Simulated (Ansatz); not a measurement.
**How basis sets differ on C3H8O (methoxyethane)**

The species is C3H8O (12 atoms), meant as a singlet with charge 0. As SMILES, `CCOC`. The coordinates come from a PBE0-D4/def2-TZVP relaxation. This is one conformer, not always the lowest.

Each level gives the atomisation enthalpy at 298 K (kJ/mol). The values are calculated. The thermal term (zero-point and 298 K enthalpy, harmonic and unscaled) is that of PBE0-D4/def2-TZVP; the spin-orbit lowering of the free atoms at 298 K, 0.5 kJ/mol by their spectra, is taken off.

**What was measured.** CRC Handbook of Chemistry and Physics gives the atomisation enthalpy at 298 K of the gas as 4360 kJ/mol.

```csv
level,kind,program,value (kJ/mol),computed − measured
RPA@PBE/def2-SVP,RPA,Ansatz,4036,-324
RPA@PBE/def2-SVPD,RPA,Ansatz,4034,-326
RPA@PBE/def2-TZVPD,RPA,Ansatz,4035,-325
RPA@PBE/def2-TZVPPD,RPA,Ansatz,4082,-278
```

Nearest: RPA@PBE/def2-TZVPPD (-278 kJ/mol); farthest: RPA@PBE/def2-SVPD (-326 kJ/mol).
